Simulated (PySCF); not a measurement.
Cl₂, charge +3, doublet, at a GFN2-xTB geometry of the parent state (a state made from the parent by changing its charge; the spin is typed, not shown lowest); PySCF with MP2/STO-3G.

Here is a job for PySCF.
```python
from pyscf import gto, scf, mp

mol = gto.Mole()
mol.atom = '''
    Cl   -0.000000   -0.000000   -0.980432
    Cl    0.000000    0.000000    0.980432
'''
mol.basis = 'sto-3g'
mol.charge = 3
mol.spin = 1
mol.verbose = 4
mol.build()

mf = scf.UHF(mol)
mf.kernel()

pt = mp.MP2(mf)
pt.kernel()
print('E(MP2) = %.10f' % pt.e_tot)
```

Output, abridged:

```
PySCF version 2.14.0

[INPUT] verbose = 4
[INPUT] num. atoms = 2
[INPUT] num. electrons = 31
[INPUT] charge = 3
[INPUT] spin (= nelec alpha-beta = 2S) = 1
[INPUT] symmetry False subgroup None
[INPUT] Mole.unit = angstrom
[INPUT] Symbol           X                Y                Z      unit          X                Y                Z       unit  Magmom
[INPUT]  1 Cl     0.000000000000   0.000000000000  -0.980432000000 AA    0.000000000000   0.000000000000  -1.852747963760 Bohr   0.0
[INPUT]  2 Cl     0.000000000000   0.000000000000   0.980432000000 AA    0.000000000000   0.000000000000   1.852747963760 Bohr   0.0

nuclear repulsion = 77.9922595120722
number of shells = 10
number of NR pGTOs = 54
number of NR cGTOs = 18
basis = sto-3g
ecp = {}

******** <class 'pyscf.scf.uhf.UHF'> ********
method = UHF
initial guess = minao
damping factor = 0
level_shift factor = 0
DIIS = <class 'pyscf.scf.diis.CDIIS'>
diis_start_cycle = 1
diis_space = 8
diis_damp = 0
SCF conv_tol = 1e-09
SCF conv_tol_grad = None
SCF max_cycles = 50
direct_scf = True
direct_scf_tol = 1e-13
number electrons alpha = 16  beta = 15
Set gradient conv threshold to 3.16228e-05
init E= -908.568346675981

cycle= 1 E= -906.719570728164  delta_E= 1.85  |g|= 0.154  |ddm|= 2.01
cycle= 2 E= -906.748255253207  delta_E= -0.0287  |g|= 0.0329  |ddm|= 0.374
cycle= 3 E= -906.749635211443  delta_E= -0.00138  |g|= 0.00125  |ddm|= 0.101
cycle= 4 E= -906.749637021042  delta_E= -1.81e-06  |g|= 0.000395  |ddm|= 0.0031
cycle= 5 E= -906.749637324487  delta_E= -3.03e-07  |g|= 1.48e-05  |ddm|= 0.00183
cycle= 6 E= -906.749637324882  delta_E= -3.94e-10  |g|= 1.83e-07  |ddm|= 6.71e-05
Extra cycle  E= -906.749637324881  delta_E= 4.55e-13  |g|= 3.18e-08  |ddm|= 3.6e-07
converged SCF energy = -906.749637324881  <S^2> = 0.75044861  2S+1 = 2.0004486

******** <class 'pyscf.mp.ump2.UMP2'> ********
nocc = (np.int64(16), np.int64(15)), nmo = (18, 18)
E(UMP2) = -906.939853480132  E_corr = -0.190216155250709
E(SCS-UMP2) = -906.92994374496  E_corr = -0.180306420079263
E_corr(same-spin) = -0.0553303456402933
E_corr(oppo-spin) = -0.134885809610416
E(MP2) = -906.9398534801
```
